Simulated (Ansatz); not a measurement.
## Equilibrium volume per atom of trigonal Te: levels of theory against measurement

Reference value: 33.30 Å³/atom (measured, copied from a table, unchecked, extrapolated to 0 K and zero-point effects removed; as tabulated in Lejaeghere et al. (2013), arXiv:1204.2733).

```tsv
level (code)	value (Å³/atom)
LDA (Ansatz)	31.30
PBE (Ansatz)	35.12
PBE-D4 (Ansatz)	32.02
r²SCAN-D4 (Ansatz)	___
HSE06 (Ansatz)	36.55
```

Task: What belongs in the gaps?

Result: 
- r²SCAN-D4 (Ansatz, a quantum-chemistry and plane-wave program), value (Å³/atom): 34.85

Errors against the reference: LDA -6.0 %, PBE +5.5 %, PBE-D4 -3.8 %, r²SCAN-D4 +4.7 %, HSE06 +9.8 %.

Once the reference is moved by up to 2.0 % (a margin picked here for doubts on the reference and the settings) and values within 0.3 % count as equal, the nearest can be PBE-D4 (-3.8 %) or r²SCAN-D4 (+4.7 %). By the same margin the farthest can be HSE06 (+9.8 %) or LDA (-6.0 %).

LDA: LDA has no dispersion term either, though it tends to give short spacings of layers, chains or molecules. LDA, PBE-D4: the gap of the solid is closed in this run. PBE, HSE06: the cell comes from a level without a dispersion term, which matters for the spacing of layers, chains or molecules. Cutoffs and k meshes differ between the levels. Ansatz's density-functional and Hartree–Fock values are scalar-relativistic unless marked +SOC, with PAW data made under PBE.

Differences are worked out from the printed values.
